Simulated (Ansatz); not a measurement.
Reaction: C2H6 (ethane, SMILES CC) → C2H5 (SMILES [CH2]C, doublet) + H (doublet) (the C-H bond breaks)
Each species at its own B3LYP-D3(BJ)/def2-TZVP minimum (Ansatz, a quantum-chemistry and plane-wave program).

Quantity: bond dissociation energy (electronic), in kcal/mol. Open shells are spin-unrestricted; no spin-orbit coupling. CBS(X,Y): correlation extrapolated as X^-3, Hartree-Fock from the larger set (Q,5: extrapolated as (X+1)exp(-9√X)). A bracket is a step between two methods taken in the basis named. The functionals are non-relativistic, so their misses hold any scalar relativity. Double hybrids freeze cores in their MP2 part. 'core' is core correlation in cc-pwCVTZ, 'X2C' scalar relativity in cc-pVTZ-DK, both at CCSD(T). Where a partner has so few electrons that a lower coupled-cluster level is exact, that level stands in.

CCSD(T)/CBS(cc-pVQZ,cc-pV5Z) + [CCSDT(Q) - CCSD(T)]/cc-pVDZ + core + X2C (Ansatz) gives 109.0 kcal/mol.

Question: How far off this value is PBE/def2-TZVPD (Ansatz), in which direction, and which of these levels come nearer: B3LYP/def2-TZVPD, PBE0/def2-TZVPD, wB97M-V/def2-TZVPD, B2PLYP/def2-TZVPD, CCSD(T)/CBS(cc-pVQZ,cc-pV5Z) + core + X2C?

Answer: PBE gives 104.7 kcal/mol, 4.3 kcal/mol below it. Differences of the others: B3LYP/def2-TZVPD (Ansatz) -2.8; PBE0/def2-TZVPD (Ansatz) -4.4; wB97M-V/def2-TZVPD (Ansatz) -0.7; B2PLYP/def2-TZVPD (Ansatz) -2.8; CCSD(T)/CBS(cc-pVQZ,cc-pV5Z) + core + X2C (Ansatz) 0.0 kcal/mol. Nearer than PBE: B3LYP/def2-TZVPD, wB97M-V/def2-TZVPD, B2PLYP/def2-TZVPD, CCSD(T)/CBS(cc-pVQZ,cc-pV5Z) + core + X2C.
